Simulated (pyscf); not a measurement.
`[OH][Ti]([Cl])([Cl])[Cl]` + `[H]` [doublet] → `[O][Ti]([Cl])([Cl])[Cl]` [doublet] + `[H][H]`, a hydrogen abstraction (doublet surface; H–O broken, H–H formed). Optimised with ωB97X-D3(BJ)/def2-SVP in PySCF. Energies in kJ/mol from the separated reactants.

AM1 to PM7: differences of heats of formation from MOPAC, which are fitted to 298 K values and so differ in kind from electronic energies by zero-point and thermal terms. Open shells are spin-unrestricted. 

Q: In single points PM7 puts the saddle at -11.0 kJ/mol and the reaction energy at -38.0 kJ/mol. Should these be trusted to within a few kcal/mol? Compare with ωB97M-D3(BJ)/def2-TZVP.

A: ωB97M-D3(BJ)/def2-TZVP gives ΔE‡ = 89.4 kJ/mol and ΔE = +82.8 kJ/mol. PM7 lies 100.5 kJ/mol under it in the barrier and 120.8 kJ/mol under it in the reaction energy, so on this step it does not hold to within 12.6 kJ/mol. At PM7 this geometry lies under one side, so its ΔE‡ may be no barrier of that level. ωB97M-D3(BJ)/def2-TZVP has limits of its own. One saddle was located; it need not be the lowest between these sides. The angle at the transferred H is 150°. Open-shell species with a d-block atom are single-reference here; other states, and whether the spin sits on metal or ligand, were not checked.
